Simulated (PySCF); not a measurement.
Compound: C5H3F.
Structure used (PBE0-D3(BJ)/def2-SVP), in Å, numbered top down from 1:
```xyz
9
C5H3F angstrom
C      2.529   -0.401   -0.065
C      1.332   -0.211   -0.139
C     -0.050   -0.010   -0.190
C     -1.154    0.256   -0.855
C     -1.307    0.074    0.587
F     -1.520    1.167    1.381
H      3.589   -0.561    0.001
H     -1.628    0.494   -1.805
H     -1.781   -0.805    1.045
```

The closed-shell ground state was solved at several levels (PySCF, density fitting, gas phase, non-relativistic).

```
         level  basis functions  HOMO (eV)  LUMO (eV)  gap (eV)  dipole (D)
PBE0/def2-SVPD              147      -7.80      -1.59      6.21        2.15
B3LYP/pcSseg-2              258      -7.54      -1.79      5.75        2.10
   B3LYP/pcJ-1              192      -7.52      -1.71      5.81        2.04
```

Q: What might PBE0/pcSseg-1 (117 basis functions) give for the same quantities?

A: HOMO -7.76 eV, LUMO -1.53 eV, gap 6.23 eV, dipole 2.05 D.

Q: Over all these levels, which gives the widest orbital gap and which the narrowest?

A: PBE0/pcSseg-1 (global hybrid, 25 % exact exchange) has the widest, 6.23 eV, and B3LYP/pcSseg-2 (global hybrid, 20 % exact exchange) the narrowest, 5.75 eV. Functional and basis both differ between the two, so the spread mixes both effects.

Q: How far do the dipole and the HOMO energy spread over the levels?

A: The dipole runs from 2.04 to 2.15 D (mean 2.09 D) and the HOMO from -7.80 to -7.52 eV.
